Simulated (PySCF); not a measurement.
methyl formate (C2H4O2), SMILES COC=O.

Geometry: ωB97X-D3(BJ)/def2-SVP. Other conformers were not sampled.

All values below come from PBE/def2-TZVPD (PySCF).

Symmetry labels are those of the subgroup Cs that the program uses (full group Cs).

Problem. List the valence orbital energies around the gap with their symmetry. (An estimate is asked for; the answer gives what the named calculation found.)

Solution. 
```json
[
 {"orbital": "HOMO−7", "symmetry": "A'", "energy (eV)": "-13.20"},
 {"orbital": "HOMO−6", "symmetry": "A\"", "energy (eV)": "-12.06"},
 {"orbital": "HOMO−5", "symmetry": "A'", "energy (eV)": "-11.68"},
 {"orbital": "HOMO−4", "symmetry": "A'", "energy (eV)": "-10.41"},
 {"orbital": "HOMO−3", "symmetry": "A\"", "energy (eV)": "-9.84"},
 {"orbital": "HOMO−2", "symmetry": "A'", "energy (eV)": "-8.80"},
 {"orbital": "HOMO−1", "symmetry": "A\"", "energy (eV)": "-7.59"},
 {"orbital": "HOMO", "symmetry": "A'", "energy (eV)": "-6.72"},
 {"orbital": "LUMO", "symmetry": "A\"", "energy (eV)": "-1.26"},
 {"orbital": "LUMO+1", "symmetry": "A'", "energy (eV)": "-0.23"},
 {"orbital": "LUMO+2", "symmetry": "A'", "energy (eV)": "0.43"},
 {"orbital": "LUMO+3", "symmetry": "A'", "energy (eV)": "0.75"}
]
```
